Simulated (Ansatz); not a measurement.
Relaxation of CH4AlN (7 atoms, charge 0, multiplicity 1), to a largest force component of 0.02 eV/Å in at most 50 steps.

The calculation used RKS B3LYP/def2-SVP in Ansatz 0.2.0.

```xyz
7
Properties=species:S:1:pos:R:3:forces:R:3
C -0.592 -0.072 -0.530 -1.75 2.14 -2.52
N -0.587 0.332 0.882 0.09 3.29 1.95
Al 0.972 -0.572 0.239 4.71 -1.89 0.67
H -1.316 -0.810 -0.739 -1.33 -0.85 -0.57
H -0.623 0.851 -1.232 -0.38 -1.41 1.14
H -0.308 1.355 0.968 -0.87 -1.73 0.57
H -0.867 -0.126 1.773 -0.46 0.46 -1.25
```

Problem. Where does it end, and by what steps?

Solution. The forces met the threshold. After 6 steps the energy has fallen by 1.114 eV; Al3 moved furthest, 0.35 Å.

| step | energy less start (eV) | largest force component (eV/Å) | accepted |
| --- | --- | --- | --- |
| 0 | 0.0000 | 4.705 | yes |
| 1 | -0.7482 | 2.476 | yes |
| 2 | -1.0755 | 1.050 | yes |
| 3 | -1.0666 | 0.687 | no |
| 4 | -1.1128 | 0.116 | yes |
| 5 | -1.1136 | 0.020 | yes |
| 6 | -1.1137 | 0.010 | yes |

```xyz
7
Properties=species:S:1:pos:R:3
C -0.556 -0.070 -0.509
N -0.422 0.367 0.925
Al 1.278 -0.696 0.122
H -1.399 -0.766 -0.637
H -0.697 0.790 -1.180
H -0.427 1.376 1.070
H -1.098 -0.045 1.568
```

Whether the end is a true minimum wasn't checked by a vibrational analysis.

Time of the run: 9.2 s on 1 CPU thread of a shared host.
